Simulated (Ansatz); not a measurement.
Two isomers of AlH5SSi: A = `[AlH2][SiH2]S`, B = `[SiH3][AlH][SH]`.

Calculated with Ansatz (gas phase, PBE0-D4/def2-TZVP geometries, no zero-point term in ΔE). CCSD(T)/CBS adds triple-zeta CCSD(T) − MP2 to the extrapolated MP2 energy (def2 sets, frozen cores). DFT in def2-TZVPP. Each species was taken in one conformer, which may not be the lowest.

Q: Which isomer does CCSD(T)/CBS put lower? Give the gap. (Estimate.)

A: Ansatz gave: B, by 73.2 kJ/mol.

Q: Give E(B) − E(A) in kJ/mol with BLYP-D4, MP2/def2-TZVPP, B2PLYP, LDA (SPW92), r2SCAN-D4, PBE-D4, CCSD(T)/def2-TZVPP. (Estimate.)

A: Computed: BLYP-D4 -72.6, MP2/def2-TZVPP -74.3, B2PLYP -74.9, LDA (SPW92) -75.7, r2SCAN-D4 -76.3, PBE-D4 -72.9, CCSD(T)/def2-TZVPP -75.2. None reverses the order clearly.

Q: Does the order hold for the free energy at 298.15 K (harmonic terms from PBE0-D4)? (An estimate is asked.)

A: Ansatz gave: Yes: G(B) − G(A) = -70.5 kJ/mol, for one conformer each. Modes under 60 cm⁻¹, often nearly free rotors, make the harmonic entropy too high.

Largest T1 diagnostic: 0.013.

At CCSD(T), def2-SVP lies −8.1 kJ/mol from the extrapolated value and def2-TZVPP −2.0 kJ/mol. Leaving LDA and LC-ωPBE aside and taking each functional with its dispersion term where it has one, the values, not all of them listed here, spread over 9.2 kJ/mol, from r2SCAN-D4 to B97M-V.
